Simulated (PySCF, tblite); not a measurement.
# C4H6NS radical: geometry, infrared bands and EPR parameters

Aim: predict the infrared bands and EPR parameters of C4H6NS radical (`[H]/N=C1/CC[C@H]1[S]`).

Programs: tblite 0.8.0 and PySCF 2.14.0, with density-fitted response routines of our own. Each step states its level of theory. These are calculated values for one molecule in the gas phase, unless marked as measured. Atoms are numbered from 0 throughout.

## Step 1: Starting geometry

12 atoms, charge 0, multiplicity 2; geometry from: force field or distance geometry start.

Bonds of the start (Å): N0–C1 1.30, C1–C2 1.50, C2–C3 1.54, C3–C4 1.52, C4–S5 1.75, C4–C1 1.49, N0–H6 1.01, C2–H7 1.08, C2–H8 1.10, C3–H9 1.12, C3–H10 1.09, C4–H11 1.12.

## Step 2: Relaxing the molecule with GFN2-xTB

What the job is given:

```
{"job": {"kind": "relax", "xc": "GFN2-xTB", "basis": "xTB"}, "charge": 0, "multiplicity": 2}
N      2.063400    -0.437000    -0.357100
C      0.788800    -0.198400    -0.302300
C     -0.465700    -1.014200    -0.439700
C     -1.008400    -0.066700     0.641700
C     -0.111800     0.961500    -0.033200
S      0.531900     2.221900     0.990600
H      2.747300     0.291100    -0.219800
H     -0.378300    -2.058700    -0.161300
H     -0.936900    -0.787700    -1.412700
H     -0.552300    -0.330500     1.630500
H     -2.081600     0.121200     0.620900
H     -0.595300     1.296900    -0.983600
```

Launch:

```bash
$ OMP_NUM_THREADS=1 python probes_run.py task.json out
```

One launch serves the whole session: the jobs run in the order shown.

Standard output:

```text
step      E/eV     max force
  0    -481.26469    4.340
  1    -481.37231    5.461
  2    -481.56697    0.828
  3    -481.64073    0.760
  4    -481.72460    0.624
  5    -481.74530    0.487
  6    -481.78014    0.562
  7    -481.79796    0.505
  8    -481.81040    0.290
  9    -481.81691    0.228
 10    -481.82406    0.325
 11    -481.83209    0.370
 12    -481.84175    0.311
 13    -481.85187    0.329
 14    -481.86187    0.273
 15    -481.87168    0.343
 16    -481.88178    0.303
 17    -481.89037    0.244
 18    -481.89698    0.203
 19    -481.90392    0.219
 20    -481.91236    0.262
 21    -481.92215    0.304
 22    -481.93253    0.308
 23    -481.94236    0.344
 24    -481.95122    0.325
 25    -481.96020    0.302
 26    -481.96902    0.299
 27    -481.97578    0.207
 28    -481.98044    0.249
 29    -481.98501    0.332
 30    -481.98961    0.213
 31    -481.99546    0.168
 32    -481.99716    0.159
 33    -482.00022    0.146
 34    -482.00181    0.107
 35    -482.00318    0.095
 36    -482.00416    0.103
 37    -482.00498    0.084
 38    -482.00569    0.069
 39    -482.00622    0.051
 40    -482.00653    0.040
 41    -482.00672    0.036
 42    -482.00683    0.030
 43    -482.00692    0.030
 44    -482.00702    0.028
 45    -482.00708    0.018
 46    -482.00712    0.019
 47    -482.00715    0.018
 48    -482.00719    0.019
 49    -482.00724    0.020
 50    -482.00729    0.019
 51    -482.00733    0.018
 52    -482.00735    0.015
 53    -482.00736    0.009
```

It took 0.29 s on 1 thread of Arm Neoverse V1, shared host.

The steps of the relaxation: (not every step is listed)

```csv
step,energy from step 0 (eV),largest force (eV/Å)
0,0.0000,4.3405
1,-0.1076,5.4614
2,-0.3023,0.8284
3,-0.3760,0.7597
4,-0.4599,0.6245
5,-0.4806,0.4873
6,-0.5155,0.5620
7,-0.5333,0.5046
8,-0.5457,0.2895
12,-0.5771,0.3106
16,-0.6171,0.3034
20,-0.6477,0.2621
24,-0.6865,0.3251
28,-0.7158,0.2485
32,-0.7325,0.1590
36,-0.7395,0.1033
40,-0.7418,0.0401
44,-0.7423,0.0278
48,-0.7425,0.0191
49,-0.7426,0.0199
50,-0.7426,0.0195
51,-0.7426,0.0180
52,-0.7427,0.0150
53,-0.7427,0.0085
```

Close pairs (by a distance rule), those that changed most:

```csv
bond,before (Å),after (Å),change (Å)
N0–C1,1.298,1.239,-0.059
C1–C4,1.493,1.538,+0.045
C3–H9,1.120,1.087,-0.033
C4–S5,1.747,1.777,+0.030
C4–H11,1.118,1.092,-0.026
C3–C4,1.522,1.541,+0.019
C2–H8,1.105,1.088,-0.016
N0–H6,1.008,1.015,+0.006
```

The final coordinates are the input of the step that follows.

## Step 3: Vibrational analysis with GFN2-xTB

What the job is given:

```
{"job": {"kind": "ir", "xc": "GFN2-xTB", "basis": "xTB"}, "charge": 0, "multiplicity": 2}
N      1.925308    -0.325168    -0.895364
C      0.791370    -0.168975    -0.420313
C     -0.340900    -1.125128    -0.209791
C     -1.156682    -0.002690     0.455547
C     -0.014300     0.994494     0.180874
S      0.744137     1.782706     1.581342
H      2.553306     0.471475    -0.922142
H     -0.084352    -1.965931     0.432185
H     -0.751589    -1.510544    -1.141213
H     -1.338142    -0.158046     1.516190
H     -2.093006     0.246734    -0.038067
H     -0.233952     1.760387    -0.565276
```

Standard output:

```text
mode    cm-1     km/mol
  1      59.2      0.73
  2     164.8      4.26
  3     288.2      4.84
  4     401.0      6.35
  5     467.5      8.15
  6     605.3      9.63
  7     710.6      7.39
  8     754.7     24.80
  9     836.2     36.04
 10     894.0     17.06
 11     972.8     42.95
 12     987.9      5.79
 13    1005.3     52.67
 14    1023.8     34.51
 15    1062.8      1.08
 16    1075.4     76.97
 17    1156.1     24.25
 18    1170.8    276.95
 19    1182.6     47.58
 20    1220.4      5.27
 21    1242.2     19.28
 22    1420.7      7.38
 23    1464.8      3.41
 24    1821.9    279.54
 25    2936.3      5.78
 26    3000.8      1.48
 27    3013.6      7.30
 28    3022.9     26.69
 29    3033.7     13.45
 30    3367.2      5.01
```

Wall time 0.31 s (1 thread of Arm Neoverse V1, shared host).

The strongest bands and the atoms that carry them (share of the mass-weighted mode):

```csv
cm⁻¹,km/mol,atoms
836,36.0,H6 56 %
973,43.0,"H6 34 %, C1 21 %, C2 19 %"
1005,52.7,"H11 25 %, H8 18 %, C4 15 %, H10 11 %"
1024,34.5,"C3 22 %, C2 21 %, C4 16 %, H9 14 %"
1075,77.0,H11 54 %
1171,276.9,"H6 29 %, C1 24 %, H11 12 %, N0 11 %"
1183,47.6,"H11 45 %, C4 17 %, H9 11 %"
1822,279.5,"C1 63 %, N0 34 %"
```

## Step 4: EPR parameters: B3LYP/pcH-1

Settings changed since step 3:

```diff
@@ -1,2 +1,2 @@
-{"job": {"kind": "ir", "xc": "GFN2-xTB", "basis": "xTB"}, "charge": 0, "multiplicity": 2}
+{"job": {"kind": "epr", "basis": "pcH-1"}, "charge": 0, "multiplicity": 2}
 N      1.925308    -0.325168    -0.895364
```

With the program's defaults for keys left out, this is: UKS B3LYP, pcH-1 on C H N S, non-relativistic, mean-field spin-orbit, GIAO.

Standard output:

```text
UKS, coarse grid
  cycle   1  E = -608.86446980  |g| = 3.23e-01
  cycle   2  E = -608.80852984  |g| = 4.98e-01
  cycle   3  E = -608.90886765  |g| = 1.21e-01
  cycle   4  E = -608.91551856  |g| = 4.17e-02
  cycle   5  E = -608.91639057  |g| = 8.41e-03
  cycle   6  E = -608.91645423  |g| = 4.50e-03
  cycle   7  E = -608.91647151  |g| = 1.05e-03
  cycle   8  E = -608.91647459  |g| = 6.80e-04
UKS, final grid
  cycle   1  E = -608.91644212  |g| = 7.70e-04
  cycle   2  E = -608.91644282  |g| = 1.17e-03
  cycle   3  E = -608.91644382  |g| = 2.95e-04
  cycle   4  E = -608.91644446  |g| = 2.80e-04
  cycle   5  E = -608.91644737  |g| = 2.41e-04
  cycle   6  E = -608.91644907  |g| = 1.83e-04
  cycle   7  E = -608.91645051  |g| = 1.42e-04
  cycle   8  E = -608.91645125  |g| = 5.89e-05
  cycle   9  E = -608.91645133  |g| = 2.53e-05
  cycle  10  E = -608.91645133  |g| = 1.45e-05
E = -608.91645133 Eh   <S^2> = 0.7529 (exact 0.7500)
g shifts (ppm)      1          2          3
  rmc          -222       -222       -222
  gc            -11         48         34
  oz_so          80      15867     403907
  total        -150      15695     403725
hyperfine (MHz)  atom isotope    a_iso     a_fc   dipolar eigenvalues
    0   14N       7.30       7.30     -2.24     -1.59      3.84
    1   13C      19.70      19.70     -7.19     -6.12     13.31
    2   13C       7.72       7.72     -1.77     -1.46      3.23
    3   13C      -2.61      -2.61     -0.79     -0.02      0.81
    4   13C     -13.11     -13.11     -5.10     -3.05      8.15
    5   33S      14.87      14.87    -82.70    -82.23    164.93
    6    1H      11.61      11.61     -2.69     -0.11      2.80
    7    1H       2.31       2.31     -1.68     -0.67      2.35
    8    1H       2.11       2.11     -1.46     -0.83      2.29
    9    1H      -1.05      -1.05     -2.53     -2.25      4.78
   10    1H      -0.55      -0.55     -1.42     -1.32      2.74
   11    1H      81.08      81.08     -5.05     -2.29      7.33
```

It took 45 s on 1 thread of Arm Neoverse V1, shared host; peak memory 0.86 GiB.

Principal g values 2.00217, 2.01801, 2.40604; g(iso) = 2.14208, against 2.00232 for a free electron. They are not to be trusted: the run shows a large g shift, which the driver flags as unsure.

Hyperfine couplings, nucleus by nucleus at this fixed geometry (no averaging over rotations):

```csv
nuclei,isotope,a(iso) (MHz),"a(iso) (G, at g = 2.0023)",largest dipolar term (MHz)
H11,1H,81.1,28.9,7.3
C1,13C,19.7,7.0,13.3
S5,33S,14.9,5.3,164.9
C4,13C,-13.1,-4.7,8.2
H6,1H,11.6,4.1,2.8
C2,13C,7.7,2.8,3.2
N0,14N,7.3,2.6,3.8
C3,13C,-2.6,-0.9,0.8
H7,1H,2.3,0.8,2.3
H8,1H,2.1,0.8,2.3
H9,1H,-1.1,-0.4,4.8
H10,1H,-0.5,-0.2,2.7
```

Mulliken spin populations:

```csv
atom,value (e)
N0,0.03
C1,0.03
C2,0.01
C3,0.00
C4,-0.03
S5,0.91
H6,0.01
H7,0.00
H8,0.00
H9,0.00
H10,0.00
H11,0.03
```

Orbitals, density, ELF and potential are computed afterwards from the orbital file.

ELF in a plane through or near 6 of the atoms.

Ten even steps from '0' (0.00) to '9' (0.99):
```
0000000000000000000000000000
0000000000000000000000000000
0000000023333210000000000000
0000000256665431000000000000
0000001578876542000000000000
0000001578866531000000000000
0000000245467752111000000000
0000000000256257543210000000
0000012000166379646510000000
0000699942389745135520000000
0000799976713538874310000000
0000268813832942462100000000
0000025865735722341000000000
0000025899611357741000000000
0000014788400034420000000000
0000000344100011100000000000
0000000000000000000000000000
0000000000000000000000000000
0000000000000000000000000000
0000000000000000000000000000
```
The map spans 10.7 Å across and 9.5 Å up, centred on the molecule. Atoms in the plane (x, y in Å): N0 (-1.9, -0.9), C1 (-0.8, -0.4), C2 (0.6, -1.1), C3 (1.2, 0.3), C4 (-0.2, 1.0), H6 (-2.7, -0.3).

log10 of the density (e/Å³) in the same plane.

Values, 10 rows by 14 columns:
```
-4.0 -4.0 -4.0 -3.7 -3.1 -3.0 -3.3 -3.6 -4.0 -4.0 -4.0 -4.0 -4.0 -4.0
-4.0 -4.0 -4.0 -3.4 -2.3 -1.8 -1.7 -2.0 -2.6 -3.9 -4.0 -4.0 -4.0 -4.0
-4.0 -4.0 -3.9 -2.5 -1.4 -0.7 -0.5 -1.1 -1.8 -2.7 -3.4 -4.0 -4.0 -4.0
-4.0 -4.0 -3.5 -2.4 -1.4 -0.6 -0.1 -0.3 -1.0 -1.4 -2.0 -2.8 -4.0 -4.0
-4.0 -3.9 -2.6 -1.8 -1.5 -0.8  0.1  0.3  0.2 -0.2 -1.2 -2.3 -3.7 -4.0
-4.0 -3.4 -1.6 -0.1  0.1  0.2  1.1 -0.1  0.2 -0.4 -1.4 -2.4 -3.9 -4.0
-4.0 -3.7 -2.0 -0.7  0.6  0.2 -0.3  0.3  0.2 -1.1 -2.2 -3.2 -4.0 -4.0
-4.0 -4.0 -2.9 -1.8 -1.1 -1.3 -1.7 -1.0 -0.8 -1.8 -2.8 -3.9 -4.0 -4.0
-4.0 -4.0 -4.0 -3.8 -3.2 -3.2 -3.1 -2.6 -2.5 -3.0 -3.8 -4.0 -4.0 -4.0
-4.0 -4.0 -4.0 -4.0 -4.0 -4.0 -4.0 -4.0 -4.0 -4.0 -4.0 -4.0 -4.0 -4.0
```
The map spans 10.7 Å across and 9.5 Å up, centred on the molecule. Atoms in the plane (x, y in Å): N0 (-1.9, -0.9), C1 (-0.8, -0.4), C2 (0.6, -1.1), C3 (1.2, 0.3), C4 (-0.2, 1.0), H6 (-2.7, -0.3).

On the surface of density 0.002 e/bohr³ the electrostatic potential runs, from the 1st to the 99th percentile, from -1.61 V near N0 to 1.42 V near H6.

The spin density lies nearest to S5 82 %.

## Step 5: Summary of results

| quantity | value |
| --- | --- |
| strongest single infrared mode (GFN2-xTB) | 1822 cm⁻¹, 280 km/mol |
| zero-point energy (GFN2-xTB) | 57.7 kcal/mol |
| g(iso) (B3LYP) | 2.14208 |
| ⟨S²⟩ | 0.753 (exact 0.75) |
| largest a(iso) | 1H on H11, 81.1 MHz |
| surface potential, 1st and 99th percentile | -1.61 V and 1.42 V |
| property runs in this session | 1, of which 0 failed and 1 gave unsound results |

What this shows: The optimisation took 53 steps and gained 0.743 eV; among the close pairs (by a distance rule), N0–C1 changed most, from 1.298 to 1.239 Å. No mode is imaginary among the 30: a minimum at this level. The strongest single mode, at 1822 cm⁻¹, moves mainly C1 and N0. Unscaled tight-binding wavenumbers are off by several per cent, some by more. Its intensities can rank the bands wrongly. S5 carries the largest spin population, 0.91 e. The isotropic g lies 139.8 ppt above the free-electron value. These values are not to be trusted: the run shows a large g shift, which the driver flags as unsure.
